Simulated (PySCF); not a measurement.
# Bond length, frequency and bond energy of OF by level of theory

State: ²Π (doublet), unpaired electrons π ↑. Set-up: basis O cc-pVDZ, F cc-pVDZ; no relativity; PySCF 2.14. De refers to O + F in their high-spin ground configurations, without counterpoise correction. The functionals are run spin-unrestricted. A positive dipole means O(−)F(+). Levels whose curve was spin-contaminated or gave no clean fit are not listed.

```
      Level  Re (Å)  ωe (cm⁻¹)  De (eV)  μ (D)  CPU s a point (SCF and correlation, without the integrals)
   UHF-CCSD   1.366       1019     1.47    n/a                                                         n/a
UHF-CCSD(T)   1.373        994     1.65    n/a                                                        0.78
        PBE   1.365       1070     3.16   0.14                                                        0.28
       PW91   1.365       1071     3.18   0.14                                                        0.23
       BLYP   1.383       1035     3.02   0.10                                                        0.21
     r²SCAN   1.357       1087     2.49   0.00                                                        0.42
       PBE0   1.337       1137     2.28  -0.01                                                        0.39
  BHandHLYP   1.330       1152     1.44  -0.18                                                        0.24
      ωB97X   1.335       1153     2.35   0.00                                                        0.29
```

**Question.** Which functional lies closest to UHF-CCSD(T) in De, which farthest, and by how much do they differ from it?

**Answer.** Closest is BHandHLYP (-4.3 pm in Re, +15.9 % in ωe, -0.21 eV in De against UHF-CCSD(T) in the same basis), farthest PW91 (-0.8 pm in Re, +7.7 % in ωe, +1.53 eV in De). CCSD(T) converges more slowly with the basis than the functionals do and binds too weakly in this one, so the order can change at the basis-set limit.

**Question.** What does a quarter of exact exchange do here, going from PBE to PBE0?

**Answer.** PBE0 less PBE: -2.8 pm in Re, +6.3 % in ωe, -0.88 eV in De. Exact exchange removes part of the self-interaction that spreads semilocal densities, and in most molecules shortens and stiffens the bond and lowers De; so it does here.

**Question.** What does the triples do here, going from UHF-CCSD to UHF-CCSD(T)?

**Answer.** UHF-CCSD(T) less UHF-CCSD: +0.7 pm in Re, -2.5 % in ωe, +0.18 eV in De. Correlation nearly always deepens the well. The bond lengthens, as in strong covalent bonds, where excitations into antibonding orbitals dominate.

Correlated steps freeze 2 core orbitals. Correlated levels converge slowly with the basis: in double zeta they bind strong bonds too weakly, by up to about 1 eV, and carry superposition errors of some tenths. The state is the lowest determinant that a PBE0 search found; another state may lie lower at other levels.

The whole job (state search and all levels along the bond) took about 0.64 min on 1 thread of Arm Neoverse V1 (shared host), peak memory 0.34 GiB.
